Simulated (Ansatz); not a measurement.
# BH3Cl− (SMILES [BH3-]Cl): SVWN5/STO-3G

Aim: the energy change on altering one bond length of BH3Cl− at SVWN5/STO-3G, from 2 runs. 

Program for the calculation: Ansatz 0.2.0.

3 further runs of the same task are left out: 3 that didn't finish.

**1. The molecule**

The species is BH3Cl− (5 atoms), meant as a singlet with charge -1. SMILES: `[BH3-]Cl`. Geometry: relaxed at GFN2-xTB.

Bond lengths: B1–Cl2 1.873 Å, B1–H3 1.208 Å, B1–H4 1.208 Å, B1–H5 1.208 Å. Angles: Cl2–B1–H3 106.7°, Cl2–B1–H4 106.7°, Cl2–B1–H5 106.7°, H3–B1–H4 112.0°, H3–B1–H5 112.2°, H4–B1–H5 112.1°.

**2. The energy at SVWN5/STO-3G**

molecule.yaml reads:

```yaml
basis:
  gaussian:
    orbitals: STO-3G
crystal:
  periodic: [false, false, false]
  atoms:
    - symbol: B
      position_ang: [0.082390, -0.047870, 0.135930]
    - symbol: Cl
      position_ang: [-0.845860, 0.496450, -1.396970]
    - symbol: H
      position_ang: [1.223080, -0.254620, -0.203070]
    - symbol: H
      position_ang: [-0.460100, -1.051350, 0.532730]
    - symbol: H
      position_ang: [0.000500, 0.857390, 0.931390]
total_charge: -1
hamiltonian:
  xc: {name: SVWN5}
accuracy: high
```

Command:

```sh
ansatz run molecule.yaml --threads 1 --pin off --max-ram 2610MiB --events-out events.jsonl --progress --plain --runs-dir runs
```

Standard output:

```text
Warning: RAYON_NUM_THREADS=1 ignored (pool sized by the plan → 1); use --threads N
Functional definition: SVWN5
  name "SVWN5"
  exchange = slater_x
  correlation = vwn5_c
282 factors; integrals over basis functions are off by at most 6.2e-9 eV
mean field evaluation 1: about -13051.6957 eV, gradient 1.0e1 eV
mean field evaluation 2: about -13051.7796 eV, gradient 9.3e0 eV
mean field evaluation 4: about -13052.0537 eV, gradient 7.6e-2 eV
mean field evaluation 8: about -13052.0061 eV, gradient 7.0e-4 eV
mean field -13052.00605124 eV, -479.6523754155 hartree, gradient 6.8e-9 eV, S^2 0.000000; 0 other end points of the search recorded, 0 dependent functions left out
reference -13052.00605278 eV, -479.6523754722 hartree; 13, 13 occupied and 4, 4 virtual orbitals, 282 factors
Total energy: -13052.00605278 eV, -479.6523754722 hartree
```

Wall time 0.58 s (1 thread of Arm Neoverse V1, shared host).

**3. The distorted shape at the same level**

job.yaml reads:

```yaml
crystal:
  periodic: [false, false, false]
  atoms:
    - {symbol: B, position_ang: [0.102860, -0.274154, -0.062907]}
    - {symbol: Cl, position_ang: [-0.825390, 0.270166, -1.595807]}
    - {symbol: H, position_ang: [1.243550, -0.480904, -0.401907]}
    - {symbol: H, position_ang: [-0.439630, -1.277634, 0.333893]}
    - {symbol: H, position_ang: [0.000500, 0.857390, 0.931390]}
basis:
  gaussian:
    orbitals: STO-3G
total_charge: -1
hamiltonian:
  xc: {name: SVWN5}
accuracy: high
```

Command:

```sh
ansatz run job.yaml --threads 1 --pin off --max-ram 2610MiB --events-out events.jsonl --progress --plain --runs-dir runs
```

Standard output:

```text
Warning: RAYON_NUM_THREADS=1 ignored (pool sized by the plan → 1); use --threads N
[... 4 set-up lines as earlier in the session ...]
281 factors; integrals over basis functions are off by at most 9.8e-9 eV
mean field evaluation 1: about -13050.4918 eV, gradient 1.3e1 eV
mean field evaluation 2: about -13050.2064 eV, gradient 1.6e1 eV
mean field evaluation 4: about -13051.1294 eV, gradient 1.1e-1 eV
mean field evaluation 8: about -13051.0642 eV, gradient 6.2e-4 eV
mean field -13051.06415785 eV, -479.6177614718 hartree, gradient 7.2e-9 eV, S^2 0.000000; 0 other end points of the search recorded, 0 dependent functions left out
reference -13051.06415942 eV, -479.6177615295 hartree; 13, 13 occupied and 4, 4 virtual orbitals, 281 factors
Total energy: -13051.06415942 eV, -479.6177615295 hartree
```

Wall time 0.58 s (1 thread of Arm Neoverse V1, shared host).

**4. Results**

Level: SVWN5/STO-3G.

| quantity | value |
| --- | --- |
| first shape: total energy | -479.65238 Eh |
| distorted shape: total energy | -479.61776 Eh |
| energy change with the B1–H5 bond stretched from 1.208 to 1.510 Å | 0.942 eV |

What this shows: With the B1–H5 bond stretched from 1.208 to 1.510 Å the energy rises by 0.94 eV (90.9 kJ/mol). The first shape isn't relaxed at this level, so the change isn't measured from a minimum. The minimal basis adds a large error of its own.
